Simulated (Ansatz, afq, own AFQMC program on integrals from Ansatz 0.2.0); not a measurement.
AFQMC on a folder of integrals that Ansatz 0.2.0 wrote.

```yaml
crystal:
  periodic: [false, false, false]
  atoms:
    - {symbol: O, position_ang: [0.000000, -0.065318, 0.000000]}
    - {symbol: H, position_ang: [0.000000, 0.518410, -0.761550]}
    - {symbol: H, position_ang: [0.000000, 0.518410, 0.761550]}
basis:
  gaussian: {orbitals: 6-31G}
magnetization: {spin_polarized: false}
correlation: {method: ccsd_t, electrons: outside_noble_gas, hamiltonian_folder: ham}
```

```sh
$ ansatz run in.yaml --threads 1 --pin off --events-out ev --progress --plain --max-ram 15360MiB --backend cuda --devices 0, --max-vram 18GiB
```

Options of the walk:

```
--method free --trial cisd --walkers 4000 --time-step 0.03 --max-blocks 4000 --target-error 0.00034 --factor-cut 1e-05 --seed 2292 --times 0,0.3,0.6,1.2,1.8,2.4,3.6,4.8,6 --taylor-order 8
```

Times are imaginary, in 1/Eh. The walk had a cap of 61 s.

```
orbitals 12  electrons 4 4  factors 66 of 139
reference energy -75.98415309 Eh
CCSD correlation -0.13459458 Eh in 8 cycles, weight of the determinant in the CISD state 0.9572
repeat  energy at the last time / Eh  error
    10  -76.120185  0.000101
    20  -76.120210  0.000072
    30  -76.120222  0.000060
time / (1/Eh)  energy / Eh  error  mean overlap
  0.00  -76.118649  0.000050  1.0444
  0.30  -76.119861  0.000030  1.0455
  0.60  -76.120120  0.000037  1.0454
  1.20  -76.120241  0.000040  1.0468
  1.80  -76.120196  0.000034  1.0508
  2.40  -76.120266  0.000036  1.0511
  3.60  -76.120238  0.000040  1.0524
  4.80  -76.120335  0.000042  1.0493
  6.00  -76.120221  0.000058  1.0510
energy -76.120221 +/- 0.000058 Eh
```

(1) Estimate how long the walk took on 1 × NVIDIA H100 80GB HBM3 with 2 threads of AMD EPYC 7R13 Processor (Zen 3) (shared host) (the card was shared).

The run passed its tests (error under three times the target), which doesn't prove that it has relaxed.

Against this walk (error 1.6 meV) on the same determinant: CCSD(T) 13.1 meV higher, CCSDT(Q) 1.6 meV lower (within the noise), CCSDTQ 0.9 meV lower (within the noise), full CI 1.2 meV lower (within the noise). The error is statistical, and a free projection of finite length keeps a remainder of its start. The last points scatter (meV from the last: 0.7 ± 0.9 at 1.80, -1.2 ± 1.0 at 2.40, -0.5 ± 1.1 at 3.60, -3.1 ± 1.1 at 4.80, 0.0 ± 1.6 at 6.00); the last is the one printed as the energy, and the gaps above move with that scatter.

Cautions: remainder of the start not in the error.

Results:

(1) 7.7 s of wall time.

CCSDT and higher add their correlation energy to the determinant of the CCSD(T) run, since their own runs factorise the integrals more tightly (a shift of under 2 meV). A walk keeps the symmetry of its determinant, which the program's search chose and which needn't be the lowest solution, so a lower state of the same spin and another symmetry isn't excluded.
